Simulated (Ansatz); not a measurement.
A made-up structure of CHBS, closed shell:

```
4
angstrom
B -0.5534 0.5387 -0.4312
C 0.4157 -0.4041 0.3238
S 1.5120 -1.4703 1.1778
H -1.3742 1.3357 -1.0704
```

It is relaxed with PBE-D4/def2-SVP and then PBE0-D4/def2-TZVP (Ansatz 0.2.0). Atoms count as bonded within 1.22 times the sum of their covalent radii (H–H: 0.88 Å). The end point is not checked to be a true minimum.

Question: Does its bonding change? (Judge from chemistry; the calculation decides.)

Answer: Computed: No: no bond forms or breaks.

Where it ends: The first stage lowers the energy by 1.03 eV in 4 steps. It ends as CHBS ([BH][C][S]):
B1  (-0.494, 0.481, -0.385)
C2  (0.371, -0.361, 0.289)
S3  (1.350, -1.313, 1.052)
H4  (-1.227, 1.193, -0.956)
(Å)

Labels in which every atom is bracketed show which atoms are joined, not bond orders.

For scale, one of the runs: PBE0-D4/def2-TZVP relaxation, 105 basis functions, launched by `ansatz run in.yaml --threads 2 --pin off --events-out ev --progress --plain --max-ram 4352MiB`. The run took about 37 s on 2 CPU threads of an Arm Neoverse V2 (shared host).
